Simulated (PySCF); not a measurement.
Computed with B3LYP-D3(BJ)/def2-TZVP // BP86-D3(BJ)/def2-SVP in PySCF 2.14.0. All species are isolated molecules in the gas phase. B3LYP has the VWN-RPA correlation part, as in Gaussian. 

Reference species (SMILES): `[C-]#[N+]C` (neutral, multiplicity 1).

- dipole moment: 3.81 D
- HOMO: -8.56 eV
- HOMO–LUMO gap: 8.78 eV

Changed species: `CN(C)C` (free ligand N(CH3)3; the reference has free ligand CNCH3).

Give the shifts of the dipole moment, HOMO and HOMO–LUMO gap.

the dipole moment falls by 3.38 D, to 0.43 D; the HOMO rises by 2.62 eV, to -5.94 eV; the HOMO–LUMO gap drops by 2.06 eV, to 6.72 eV.
